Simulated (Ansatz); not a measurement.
A nudged elastic band was laid between two geometries of C2H2FNO (7 atoms, charge 0, multiplicity 1).

Theory: UKS BHLYP-D4/STO-3G in Ansatz.

| Property | Result |
| --- | --- |
| movable images | 5 |
| climbing image | yes |
| spring | 5.0 eV/Å² |
| optimiser | quadratic models (default) |
| start path | through a guess of the saddle point |
| force threshold | 0.05 eV/Å |
| iteration limit | 60 |
| end points | relaxed |

Image 0:

```xyz
7
Properties=species:S:1:pos:R:3
N -1.362 -0.381 0.297
C -0.136 0.039 0.383
F 0.440 0.507 1.521
C 0.758 0.021 -0.870
O 1.934 0.402 -0.880
H -1.793 -0.283 1.262
H 0.220 -0.374 -1.758
```

Image 6:

```xyz
7
Properties=species:S:1:pos:R:3
N -1.612 -0.374 0.653
C -0.384 -0.044 0.368
F 0.473 0.464 1.303
C 0.129 -0.235 -1.093
O 1.409 0.193 -1.019
H -1.749 -0.165 1.688
H 1.795 0.091 -1.946
```

Question: Which bonds break or form, and what moves?

Answer: Bonds broken: C4–H7. Bonds formed: O5–H7.

Question: What energy profile does the band end with?

Answer: It converged. The highest image is number 3 of 0 to 6, 4.66 eV above the first end and 2.44 eV above the last; the last end lies 2.22 eV above the first. Neighbouring images differ by up to 2.9 eV, so the band resolves the path poorly. A vibrational analysis at the climbing image gives 2 clearly imaginary modes (2591i, 345i cm⁻¹): a point of higher order, so a lower path passes nearby. Limits of this set-up: minimal basis.

```csv
image,path coordinate (Å),energy (eV),C4–H7 (Å),O5–H7 (Å)
0,0.00,0.00,1.11,2.08
1,0.45,0.21,1.11,2.01
2,0.89,1.81,1.11,1.69
3,1.34,4.66,1.24,1.23
4,1.69,3.20,1.55,1.02
5,2.05,2.35,1.82,1.01
6,2.40,2.22,1.90,1.01
```

Question: What is the geometry of the highest image?

Answer: 
```xyz
7
Properties=species:S:1:pos:R:3
N -1.528 -0.386 0.533
C -0.291 -0.006 0.402
F 0.450 0.503 1.430
C 0.428 -0.111 -0.950
O 1.702 0.284 -1.015
H -1.790 -0.216 1.550
H 1.091 -0.136 -1.995
```

Run time: 2.5 min on 1 thread of Arm Neoverse V1, on a shared host, peak memory 0.12 GiB.
